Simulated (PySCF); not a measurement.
## Mayer bond orders and bond lengths

E-2,4-pentadienenitrile, C5H5N.
Numbering: `[CH2:1]=[CH:2]/[CH:3]=[CH:4]/[C:5]#[N:6]` (hydrogens: H7, H8 on C1; H9 on C2; H10 on C3; H11 on C4)

Structure used (PBE0-D3(BJ)/def2-SVP), in Å, numbered top down from 1:
```
atom  x, y, z in Å
C1    -2.0358    0.8798    0.2121
C2    -1.0811    0.0002   -0.1255
C3     0.2940    0.1057    0.3121
C4     1.2534   -0.7841   -0.0204
C5     2.5998   -0.6675    0.4221
N6     3.7022   -0.5866    0.7767
H7    -1.8181    1.7433    0.8482
H8    -3.0645    0.7648   -0.1363
H9    -1.3307   -0.8539   -0.7652
H10    0.5572    0.9585    0.9474
H11    1.0216   -1.6458   -0.6552
```

Bond orders from the PBE0/pcSseg-1 density (PySCF). One conformer (not necessarily the lowest) at the PBE0-D3(BJ)/def2-SVP geometry, without solvent, vibrations or thermal averaging.

Problem. Where do the orders between heavy atoms depart from those drawn in the SMILES?

Solution. The largest departure is 0.287, at C3–C4 (drawn double, 1.713).

Problem. Give the Mayer order of every bond, beside its length.

Solution. 
```json
{"bond": "C1–C2", "drawn as": "double", "length (Å)": "1.341", "Mayer order": "1.874"}
{"bond": "C2–C3", "drawn as": "single", "length (Å)": "1.447", "Mayer order": "1.106"}
{"bond": "C3–C4", "drawn as": "double", "length (Å)": "1.350", "Mayer order": "1.713"}
{"bond": "C4–C5", "drawn as": "single", "length (Å)": "1.422", "Mayer order": "1.067"}
{"bond": "C5–N6", "drawn as": "triple", "length (Å)": "1.161", "Mayer order": "2.993"}
{"bond": "C1–H7", "drawn as": "single", "length (Å)": "1.094", "Mayer order": "0.953"}
{"bond": "C1–H8", "drawn as": "single", "length (Å)": "1.092", "Mayer order": "0.945"}
{"bond": "C2–H9", "drawn as": "single", "length (Å)": "1.096", "Mayer order": "0.960"}
{"bond": "C3–H10", "drawn as": "single", "length (Å)": "1.096", "Mayer order": "0.955"}
{"bond": "C4–H11", "drawn as": "single", "length (Å)": "1.095", "Mayer order": "0.938"}
```

Bonds between the same two heavy elements. C–C: lowest C4–C5 (1.067, 1.422 Å), highest C1–C2 (1.874, 1.341 Å); in 1 of the 6 pairs the longer bond (by over 0.003 Å) has the higher order (by 0.02 or more).

Problem. Sum the orders of all bonds at each heavy atom with more than one neighbour and set the sums beside the valence in the SMILES.

Solution. C1 3.772 (drawn 4), C2 3.940 (drawn 4), C3 3.774 (drawn 4), C4 3.718 (drawn 4), C5 4.060 (drawn 4). Orders between atoms that aren't bonded are not in these sums.

The Mayer order sums products of elements of PS (density times overlap matrix) between the two atoms' basis functions, so it depends on the basis set.
